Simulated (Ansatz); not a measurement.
A made-up structure of C$_{2}$H$_{2}$B, doublet:

| atom | x (Å) | y (Å) | z (Å) |
| --- | --- | --- | --- |
| B1 | 0.5637 | 0.0514 | 0.0246 |
| C2 | -0.7456 | -0.0680 | -0.0325 |
| C3 | -2.0992 | -0.1914 | -0.0913 |
| H4 | 1.2562 | -0.8590 | 0.1434 |
| H5 | 1.0880 | 1.0727 | -0.0415 |

It is relaxed with PBE-D4/def2-SVP and then PBE0-D4/def2-TZVP (Ansatz 0.2.0). Atoms count as bonded within 1.22 times the sum of their covalent radii (H–H: 0.88 Å). The end point is not checked to be a true minimum.

Problem. Does its bonding change? (A judgement: the text doesn't fix the answer.)

Solution. Computed: No: no bond forms or breaks.

Where it ends: The first stage lowers the energy by 0.72 eV in 9 steps. It ends as C₂H₂B ([BH2][C][C]):
```
5
angstrom
B 0.6094 0.0733 0.0249
C -0.8574 0.0380 -0.0479
C -2.0916 -0.2997 -0.0811
H 1.2354 -0.9357 0.1495
H 1.1672 1.1299 -0.0427
```

Labels in which every atom is bracketed show which atoms are joined, not bond orders.

For scale, one of the runs: PBE0-D4/def2-TZVP relaxation, 105 basis functions, launched by `ansatz run in.yaml --threads 2 --pin off --events-out ev --progress --plain --max-ram 4352MiB`. The run took about 26 s on 2 CPU threads of an Intel Xeon Platinum 8259CL (shared host).
